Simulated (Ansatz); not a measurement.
## hcp Cd

Level of theory: r²SCAN (Ansatz, a quantum-chemistry and plane-wave program, plane waves, PAW).

Settings: plane-wave cutoff 560 eV, 24×24×10 k mesh (along the axes of the cell as run), Fermi–Dirac smearing 0.05 eV, scalar-relativistic PAW data made under PBE.

Cell: relaxed at this level.

volume per atom: 21.99 Å³/atom
bulk modulus: 43.9 GPa
equilibrium lattice constant a: 2.967 Å
lattice parameter c: 5.767 Å
band gap: zero (no gap)

Measured, for comparison: bulk modulus 53.8 GPa (zero-point energy and finite temperature contributions removed, our sources range from 50.7 to 53.8; as tabulated in doi:10.1021/acs.jctc.3c00612); lattice constant a 2.979 Å, lattice parameter c 5.617 Å (293 K, not corrected to a static lattice; as tabulated in Wikipedia's data pages). Computed (rounded) less measured: bulk modulus -18 % (-13 % to -18 % over the range), lattice constant a -0.4 %, lattice parameter c +2.7 %. A static lattice is as a rule a little smaller and stiffer than an uncorrected measurement, which narrows the difference in the lattice constant a and would widen misses of the other sign.

Note: the bulk modulus comes from volumes at which shape and atoms were relaxed.

Spin–orbit coupling is not included.
